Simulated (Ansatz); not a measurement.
# CH5NSi: how energies converge with the basis set

One table from this session's results is given with a row withheld; the runs are named, their logs left out.

Method: one geometry, several basis sets; program: Ansatz 0.2.0, Gaussian basis.

The runs, in order: PBE0-D4/def2-SVP; ωB97M-V/def2-SVP; PBE0-D4/def2-QZVPP; ωB97M-V/def2-QZVPP; the functionals' def2-TZVPP values are taken from earlier runs.

## The relaxed structure

The geometry comes from an earlier relaxation with PBE0-D4 in a triple-zeta def2 set; it is a stationary point, not always the lowest conformer.

SMILES `C1N[SiH2]1`, 8 atoms, charge 0, spin multiplicity 1.

Atoms are counted from 1 here; the program's logs count them from 0.

Bond lengths: C1–N2 1.494 Å, C1–Si3 1.829 Å, C1–H4 1.087 Å, C1–H5 1.090 Å, N2–Si3 1.724 Å, N2–H6 1.009 Å, Si3–H7 1.481 Å, Si3–H8 1.478 Å. Angles: N2–C1–Si3 61.5°, N2–C1–H4 114.1°, N2–C1–H5 117.2°, Si3–C1–H4 123.6°, Si3–C1–H5 117.4°, H4–C1–H5 113.0°, C1–N2–Si3 68.8°, C1–N2–H6 116.0°, Si3–N2–H6 124.6°, C1–Si3–N2 49.6°, C1–Si3–H7 117.8°, C1–Si3–H8 124.7°, N2–Si3–H7 120.5°, N2–Si3–H8 116.7°, H7–Si3–H8 113.1°.

The first run:

Contents of in.yaml:

```yaml
crystal:
  periodic: [false, false, false]
  atoms:
    - {symbol: C, position_ang: [-0.618133, 0.324524, -0.625261]}
    - {symbol: N, position_ang: [-0.313857, 0.577719, 0.815229]}
    - {symbol: Si, position_ang: [0.569076, -0.779196, 0.221784]}
    - {symbol: H, position_ang: [-1.653817, 0.058637, -0.819449]}
    - {symbol: H, position_ang: [-0.215815, 1.030645, -1.350992]}
    - {symbol: H, position_ang: [0.092544, 1.476125, 1.029444]}
    - {symbol: H, position_ang: [2.003297, -0.648989, -0.125075]}
    - {symbol: H, position_ang: [0.228904, -2.096663, 0.798418]}
basis:
  gaussian: {orbitals: def2-SVP}
hamiltonian: {xc: pbe0, dispersion: d4}
output: {orbitals: {seedname: orbitals}}
```

Started as:

```sh
$ ansatz run in.yaml --threads 2 --pin off --events-out ev --progress --plain --max-ram 4352MiB
```

Steps of the session up to this table: PBE0-D4 in def2-SVP; ωB97M-V in def2-SVP; PBE0-D4 in def2-QZVPP; ωB97M-V in def2-QZVPP.

One table of the session follows, with a row left open; its other results are not shown here.

It belongs to the step «Functionals by basis». 

```
functional       basis  HOMO (eV)  LUMO (eV)
   PBE0-D4    def2-SVP          ?          ?
   PBE0-D4  def2-TZVPP      -6.79      -0.11
   PBE0-D4  def2-QZVPP      -6.82      -0.25
   ωB97M-V    def2-SVP      -8.91       2.30
   ωB97M-V  def2-TZVPP      -9.05       1.57
   ωB97M-V  def2-QZVPP      -9.08       1.24
```

Q: Estimate the row for PBE0-D4, def2-SVP from the others.

As computed: HOMO (eV): -6.65; LUMO (eV): 0.37. In the column «HOMO (eV)» it is the highest.
